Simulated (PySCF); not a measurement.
Cartesian coordinates (Å):
```xyz
3

N     -0.0001     0.4256     0.0000
H     -0.8062    -0.2130     0.0000
H      0.8063    -0.2127     0.0000
```
Charge 0, spin multiplicity 2.

Task: Estimate the highest occupied spin orbital, dipole moment and total energy that M06-2X/def2-TZVP // B3LYP-D3(BJ)/def2-TZVP in PySCF 2.14.0 returns for this input.

Result: 
```json
{
 "highest_occupied_spin_orbital": "-10.19 eV",
 "dipole_moment": "1.97 D",
 "total_energy": "-55.8691 Ha"
}
```
